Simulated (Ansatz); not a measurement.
C3H2S, relaxed with RKS PBE-D4/def2-SVP in the Gaussian-basis code of Ansatz from a rough embedded geometry. The force threshold is 0.03 eV/Å; the program also tests the step.

Total charge 0; spin multiplicity 1.

Start:

```xyz
6

C     0.116    0.319    0.419
C    -0.772   -0.403    0.837
S    -0.433   -0.847   -1.138
C     0.889    0.624   -0.526
H    -0.934   -1.171    1.614
H     1.134    1.477   -1.205
```

Task: How much energy does the relaxation release, and in how many steps? (An estimate is asked.)

Result: Computed: 92.14 kJ/mol, in 6 steps.

Task: Which bonds change most? (An estimate is asked.)

Result: Ansatz gave: S3–C4 from 2.071 to 1.900 Å; C2–S3 from 2.052 to 1.900 Å; C1–C2 from 1.218 to 1.342 Å; C1–C4 from 1.259 to 1.342 Å.

Task: Give the relaxed structure. (Best estimate.)

Result: The calculation gave: 
```xyz
6

C     0.186    0.377    0.496
C    -0.858   -0.411    0.799
S    -0.377   -0.763   -1.006
C     0.930    0.557   -0.606
H    -0.939   -1.213    1.545
H     1.058    1.454   -1.228
```
